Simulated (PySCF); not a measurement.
# Nitrogen: a sound run and one with changed settings

Sound run: N [He] 2s2 2p3, N⁺ [He] 2s2 2p2. All numbers are calculated (PySCF 2.14, the non-relativistic Hamiltonian (point nucleus), in 6-31G*). In the sound run the correlated levels freeze 1s2. The sound run starts from symmetry-adapted Hartree-Fock orbitals and uses a fine grid where one is needed.

A second run was set up differently.

```json
{"species": "N", "method": "MP2", "sound run (hartree)": "-54.45534", "changed run (hartree)": "-54.45683", "converged": "yes"}
{"species": "N", "method": "CCSD(T)", "sound run (hartree)": "-54.47214", "changed run (hartree)": "-54.47350", "converged": "yes"}
{"species": "N⁺", "method": "MP2", "sound run (hartree)": "-53.92527", "changed run (hartree)": "-53.92668", "converged": "yes"}
{"species": "N⁺", "method": "CCSD(T)", "sound run (hartree)": "-53.94794", "changed run (hartree)": "-53.94918", "converged": "yes"}
```

Ionisation energy of N:

```csv
method,sound run (eV),changed run (eV)
UHF,13.962,13.962
MP2,14.424,14.426
SCS-MP2,14.215,14.216
CCSD,14.267,14.270
CCSD(T),14.264,14.267
```

Question: What was changed?
A. level shift left on
B. too few SCF iterations
C. all electrons correlated in a valence basis
D. a valence shell is frozen

Answer: C. A valence basis has no tight correlating functions, so it recovers only part of the core correlation, and not evenly between atom and ion.
